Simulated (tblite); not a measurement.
Species: 1,2-dimethoxyethane, C₄H₁₀O₂.
Atom-mapped SMILES: `[CH3:1][O:2][CH2:3][CH2:4][O:5][CH3:6]` (hydrogens: H7, H8, H9 on C1; H10, H11 on C3; H12, H13 on C4; H14, H15, H16 on C6)

Cartesian coordinates in Å at the GFN2-xTB level; atoms count from 1:
```
atom  x, y, z in Å
C1     2.758   -0.003   -0.025
O2     1.602   -0.667    0.417
C3     0.450    0.140    0.361
C4    -0.727   -0.686    0.893
O5    -1.910    0.052    1.060
C6    -2.574    0.380   -0.136
H7     3.577   -0.714    0.061
H8     2.971    0.879    0.593
H9     2.660    0.317   -1.070
H10    0.574    1.040    0.984
H11    0.266    0.462   -0.676
H12   -0.891   -1.547    0.229
H13   -0.465   -1.057    1.887
H14   -2.740   -0.511   -0.754
H15   -2.023    1.122   -0.725
H16   -3.534    0.802    0.155
```

Level: GFN2-xTB in tblite, geometry and Hessian alike; calculated harmonic values, unscaled, isolated species. Errors from tens to a few hundred cm⁻¹ against measured bands are possible. One conformer, not necessarily the lowest.

Harmonic wavenumbers (cm⁻¹): 61.9, 77.4, 121.1, 162.8, 230.5, 237.0, 350.3, 432.9, 488.7, 821.8, 956.0, 1000.2, 1046.0, 1080.1, 1118.4, 1123.3, 1132.4, 1135.0, 1169.2, 1175.8, 1224.5, 1267.7, 1300.0, 1356.6, 1405.3, 1406.4, 1460.6, 1468.7, 1471.1, 1487.9, 1490.6, 1496.4, 2836.4, 2869.2, 2885.7, 2890.6, 2907.0, 2915.2, 2930.2, 2983.9, 3025.9, 3030.2.

A = 11771, B = 1452, C = 1374 MHz; mass 90.068 u (most abundant isotopes); point group C1, symmetry number 1.

**Question.** Zero-point energy?

**Answer.** Half the sum of the wavenumbers: 30015 cm⁻¹ = 85.82 kcal/mol.

**Question.** What is S at 298.15 K and 1 bar for an ideal gas of classical rigid rotors and harmonic oscillators?

**Answer.** Translation 39.43, rotation 27.02, vibration 21.44: S = 87.9 cal/(mol K).

**Question.** And Cp and H(298.15 K) − H(0)?

**Answer.** Cp = 28.38 cal/(mol K), of which vibrations give 20.43 (their classical limit is 42 R = 83.5); H(298.15 K) − H(0) = 5.65 kcal/mol without the zero-point energy, 3.28 from vibrations.

**Question.** Blend soft modes into free rotors: weight 1/[1 + (100 cm⁻¹/ν̃)⁴] for the oscillator and the rest for a rotor with moment μB/(μ + B), μ = h/(8π²ν), B = 10⁻⁴⁴ kg m². What vibrational entropy results?

**Answer.** 19.75 cal/(mol K) in place of 21.44, which changes −T·S at 298.15 K by +0.50 kcal/mol.

**Question.** How do the functions run with temperature in this model?

**Answer.** 
```json
{"T (K)": "100", "S (cal/(mol K))": "64.5", "Cp (cal/(mol K))": "16.7", "H − H(0) (kcal/mol)": "1.21", "G − H(0) (kcal/mol)": "-5.24", "ln q(vib)": "1.30"}
{"T (K)": "200", "S (cal/(mol K))": "77.9", "Cp (cal/(mol K))": "22.4", "H − H(0) (kcal/mol)": "3.18", "G − H(0) (kcal/mol)": "-12.40", "ln q(vib)": "3.37"}
{"T (K)": "300", "S (cal/(mol K))": "88.1", "Cp (cal/(mol K))": "28.5", "H − H(0) (kcal/mol)": "5.70", "G − H(0) (kcal/mol)": "-20.72", "ln q(vib)": "5.28"}
{"T (K)": "500", "S (cal/(mol K))": "106.0", "Cp (cal/(mol K))": "42.9", "H − H(0) (kcal/mol)": "12.86", "G − H(0) (kcal/mol)": "-40.15", "ln q(vib)": "8.91"}
{"T (K)": "800", "S (cal/(mol K))": "130.0", "Cp (cal/(mol K))": "58.9", "H − H(0) (kcal/mol)": "28.33", "G − H(0) (kcal/mol)": "-75.65", "ln q(vib)": "14.20"}
{"T (K)": "1000", "S (cal/(mol K))": "143.9", "Cp (cal/(mol K))": "66.1", "H − H(0) (kcal/mol)": "40.87", "G − H(0) (kcal/mol)": "-103.06", "ln q(vib)": "17.58"}
```

q(vib) and H(0) count from the zero-point level.

**Question.** What must be added to the electronic energy to get the Gibbs energy at 298.15 K and 1 bar?

**Answer.** ZPE + [H(298.15 K) − H(0)] − T·S = 85.82 + 5.65 − 26.20 = 65.27 kcal/mol.

Hindered rotation and anharmonicity are outside this model. Other conformers, if any are populated, would add a mixing term that is left out. The structure is chiral; the term R ln 2 for an equal mix with its mirror image is left out.

Hardware: one thread of an x86-64 server, shared host. The figure is for the frequency step alone.
